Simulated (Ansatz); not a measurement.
Ideal-gas functions of `C[Si]F` at 400 K and 1 bar, from an Ansatz frequency run at PBE0-D4/def2-TZVP.

Molar mass 62.12 g/mol, point group Cs (symmetry number 1), electronic degeneracy 1, moments of inertia 23.378, 64.445, 84.7 u Å². Harmonic wavenumbers (cm⁻¹, unscaled): 79, 278, 525, 665, 735, 839, 1235, 1415, 1428, 3019, 3096, 3135.

Use S(trans) = R[1.5 ln M + 2.5 ln T − 1.1517]; rotational temperatures θ = 24.2544 K / I; S(rot) = R[ln(√π/σ · √(T³/θAθBθC)) + 1.5]; for each mode x = 1.438777 ν̃/T, S = R[x/(eˣ − 1) − ln(1 − e⁻ˣ)] and H = RT x/(eˣ − 1); 1 cm⁻¹ = 0.0119627 kJ/mol; R = 8.31446 J/(mol·K).

Problem. By hand: the entropy, in J/(mol·K).

Solution. Translation 166.5. Rotation: θ = 1.0375, 0.3764, 0.2864 K, giving 101.1. Vibration, mode by mode: 18.80, 8.65, 4.16, 2.80, 2.30, 1.71, 0.54, 0.31, 0.30, 0.00, 0.00, 0.00, in all 39.6. Electronic 0.0. Sum 307.2 J/(mol·K).

Problem. By hand: H − E and G − E in kJ/mol, counted from the electronic energy.

Solution. Zero-point energy ½ × 16449 × 0.0119627 = 98.4; thermal vibration 8.3; translation, rotation and pV give 4 RT = 13.3. H − E = 120.0 kJ/mol, and G − E = 120.0 − 400 × 307.2/1000 = -2.9 kJ/mol.

Vibration gives 13 % of the entropy, 18.8 J/(mol·K) of it from the mode under 150 cm⁻¹: soft modes count most, and the harmonic formula is weakest for them.
